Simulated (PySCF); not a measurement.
hydrogen isocyanide (CHN), SMILES [C-]#[NH+].

Geometry optimised at PBE-D3(BJ)/def2-TZVPD.

The numbers are results of PBE-D3(BJ)/def2-TZVPD (PySCF), not measurements.

Harmonic, unscaled wavenumbers; measured fundamentals usually lie a few per cent lower.

Modes within 1.5 cm⁻¹ of each other (mostly degenerate sets) share a row, with their intensities summed.

| mode | ν (cm⁻¹) | IR (km/mol) | moving atoms (share of kinetic energy) |
|---|---|---|---|
| 1–2 | 458 | 248.2 | H 76 %, N 19 % |
| 3 | 2033 | 69.3 | C 55 %, N 38 % |
| 4 | 3693 | 200.0 | H 89 %, N 10 % |
